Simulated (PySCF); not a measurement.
C3H3FO2: core ionisation energies

Species: C3H3FO2.
Numbering: `[CH2:1]=[C:2]([F:3])[C:4](=[O:5])[OH:6]`

Structure used (PBE0-D3(BJ)/def2-SVP), in Å, numbered top down from 1:
```
atom  x, y, z in Å
C1    -1.3418    0.5124    0.3319
C2    -0.4501   -0.4760    0.3470
F3    -0.7157   -1.6564    0.8835
C4     0.9295   -0.4080   -0.2150
O5     1.7099   -1.3188   -0.1826
O6     1.1964    0.7851   -0.7586
H7    -1.0788    1.4669   -0.1212
H8    -2.3314    0.3711    0.7698
H9     2.1044    0.7362   -1.0939
```

Level of theory: delta-SCF UKS SCAN, pcX-2 on the ionised atom, pcseg-1 elsewhere, spin-free X2C (PySCF 2.14.0). These are vertical core ionisation energies against the vacuum level, from separate self-consistent calculations with and without the core hole.

Give the core binding energies atom by atom.

| atom(s) | environment | level | binding energy (eV) | above the level's lowest (eV) | count |
| --- | --- | --- | --- | --- | --- |
| C1 | terminal =CH2 carbon | C 1s | 291.19 | 0.00 | 1 |
| C2 | vinylic C–F carbon | C 1s | 293.82 | +2.63 | 1 |
| C4 | carboxylic acid carbon | C 1s | 295.35 | +4.16 | 1 |
| O5 | acid carbonyl oxygen | O 1s | 538.18 | 0.00 | 1 |
| O6 | acid hydroxyl oxygen | O 1s | 540.55 | +2.37 | 1 |
| F3 | vinyl fluorine | F 1s | 693.63 | 0.00 | 1 |

The listed C 1s values span 4.16 eV, from C1 (bonded to C (double bond) and 2 H) to C4 (bonded to O (double bond), O and C).

Lowest listed O 1s: O5, bonded to C (double bond). Highest, 2.37 eV above it: O6, bonded to C and H. Summing the Pauling electronegativity differences to the bonded atoms, each weighted by its formal bond order, gives -1.78 for the lowest site and -2.13 for the highest; the largest sum, -1.78, belongs to O5, 2.37 eV below the top. The smallest sum, -2.13, belongs to O6, 2.37 eV above the lowest.

Which photon wavelength matches the C 1s of C1 threshold?

λ = hc/E = 12398.42 eV Å / 291.19 eV = 42.578 Å.

Isolated species at its PBE0-D3(BJ)/def2-SVP geometry (one conformer only).
